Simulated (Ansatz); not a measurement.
Geometry optimisation, Ansatz, RKS B3LYP-D4/def2-SVP.

Input file:

```yaml
crystal:
  periodic: [false, false, false]
  atoms:
    - { symbol: Si, position_ang: [0.0, 0.0, 0.0] }
    - { symbol: O, position_ang: [0.0, 0.0, 2.03] }
    - { symbol: H, position_ang: [-0.9095, -0.2814, 2.3671] }
    - { symbol: H, position_ang: [1.3768, 0.0, -0.4862] }
    - { symbol: H, position_ang: [-0.6877, 1.1914, -0.4862] }
    - { symbol: H, position_ang: [-0.6877, -1.1914, -0.4862] }
    - { symbol: H, position_ang: [0.9186, -1.3949, 0.555] }
    - { symbol: H, position_ang: [0.7199, -1.0931, 1.4744] }
basis:
  gaussian: { orbitals: def2-SVP }
hamiltonian:
  xc: b3lyp
  dispersion: d4
relax:
  f_tol: 0.15
  max_steps: 25
  restrain:
    - { distance: [0, 6], at: 2.66, k: 30.0 }
    - { distance: [7, 1], at: 2.21, k: 30.0 }
    - { distance: [0, 1], at: 1.68, k: 30.0 }
    - { distance: [7, 6], at: 0.66, k: 30.0 }
output:
  orbitals: {}
```

Launched with:

```bash
$ ansatz run input.yaml --threads 1 --pin off --max-ram 2048MiB --backend cpu --events-out ev --progress --plain --runs-dir out
```

Question: Where does it end, and by what steps?

Answer: The forces met the threshold. The restraints hold the end off the free minimum; the threshold counts their pulls, which the force column leaves out. Restrained pairs: Si1–H7 (1.76 → 2.67 Å), O2–H8 (1.42 → 2.22 Å), Si1–O2 (2.03 → 1.68 Å), H7–H8 (0.99 → 0.72 Å). After 11 steps the energy has fallen by 2.586 eV (the restraints' own energy left out); H7 moved furthest, 0.75 Å.

| step | energy less start (eV) | largest force component (eV/Å) | accepted |
| --- | --- | --- | --- |
| 0 | 0.0000 | 2.732 | yes |
| 1 | -0.9641 | 2.884 | yes |
| 2 | -1.4951 | 3.967 | yes |
| 3 | -2.1715 | 2.008 | yes |
| 4 | -2.5283 | 1.538 | yes |
| 5 | -2.5184 | 1.484 | no |
| 6 | -2.5563 | 1.174 | yes |
| 7 | -2.5695 | 1.370 | yes |
| 8 | -2.5763 | 1.473 | yes |
| 9 | -2.5552 | 1.644 | no |
| 10 | -2.5827 | 1.438 | yes |
| 11 | -2.5858 | 1.488 | yes |

```xyz
8
Properties=species:S:1:pos:R:3
Si -0.132 0.143 0.075
O -0.117 0.120 1.752
H -0.977 0.175 2.190
H 1.270 0.319 -0.376
H -0.949 1.295 -0.419
H -0.718 -1.097 -0.515
H 1.265 -2.009 0.815
H 1.088 -1.715 1.445
```

Time of the run: 17 s on 1 thread of Arm Neoverse V2 (shared host), peak memory 0.11 GiB.
